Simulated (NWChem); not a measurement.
**Basis-set convergence for methanol (CH4O)**

SMILES: CO
```xyz
6

C      0.6112    -0.2343     0.0000
O     -0.6665     0.3635     0.0000
H      0.8129    -0.8644     0.9017
H      1.3620     0.5821     0.0000
H      0.8129    -0.8644    -0.9017
H     -1.3230    -0.3553     0.0000
```
Charge 0, spin multiplicity 1.

Program: NWChem. The geometry was optimised at PBE/def2-SVP, a minimum by its harmonic frequencies.

Quantity: first vertical ionisation energy at the level G0W0@PBE.

GW and range-separated runs recompute their integrals, the others keep them in memory, which bears on the times.

Relative cost: rough, from shared machines, SCF included, def2-SVP = 1.

| basis | functions | first vertical ionisation energy (eV) | relative cost |
|---|---|---|---|
| def2-SVP | 48 | 9.78 | 1 |
| def2-TZVP | 86 | 10.29 | 5 |
| def2-TZVPP | 118 | 10.34 | 7 |
| def2-QZVP | 234 | 10.51 | 70 |

Smallest basis within 0.1 eV of def2-QZVP, the largest set run: no smaller one. def2-QZVP isn't the basis-set limit itself, and a small set can land close by cancellation.
